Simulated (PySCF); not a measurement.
Simulated outer-valence photoelectron spectrum of `[O+]#[Si-]`. Method used: EOM-IP-CCSD/aug-cc-pVTZ in PySCF, restricted Hartree–Fock reference, 6 core orbitals frozen, non-relativistic, gas phase, PBE0-D3(BJ)/def2-SVP geometry.

Each root has a Gaussian of 0.4 eV full width with its one-hole share as area; cross sections and vibrations are left out, and the highest printed point is 100.

ionisation energy (eV), intensity and a bar:
```
     11.0          1 
     11.1          3 #
     11.2          9 ###
     11.3         23 #######
     11.4         41 ############
     11.5         52 ################
     11.6         50 ###############
     11.7         46 ##############
     11.8         57 #################
     11.9         83 #########################
     12.0        100 ##############################
     12.1         88 ##########################
     12.2         55 ################
     12.3         24 #######
     12.4          8 ##
     12.5          2 #
     12.6          0 
     12.7          0 
     12.8          0 
     12.9          0 
     13.0          0 
     13.1          0 
     13.2          0 
     13.3          0 
     13.4          0 
     13.5          0 
     13.6          0 
     13.7          0 
     13.8          0 
     13.9          0 
     14.0          0 
     14.1          0 
     14.2          0 
     14.3          0 
     14.4          0 
     14.5          0 
     14.6          0 
     14.7          2 #
     14.8          9 ###
     14.9         22 #######
     15.0         38 ############
     15.1         48 ##############
     15.2         43 #############
     15.3         27 ########
     15.4         12 ####
     15.5          4 #
     15.6          1 
     15.7          0
```

Task: Where are the maxima, and how many lines lie under the curve?

Result: 3 maxima, at 11.5, 12.0 and 15.1 eV, from 3 lines (4 roots with degenerate partners counted).

Task: List the lines with their holes.

Result: 
| E (eV) | leading hole (HF orbital) | area | Koopmans (eV) |
| --- | --- | --- | --- |
| 11.51 | HOMO | 0.95 | 11.91 |
| 12.01 | HOMO-1/HOMO-2 | 1.87 | 12.82 |
| 15.11 | HOMO-3 | 0.91 | 16.58 |

The widest gap, 3.10 eV, lies between 12.01 and 15.11 eV. Only orbitals with −ε under 21 eV, eight at most, were ionised, so the high end of the curve may lack lines.
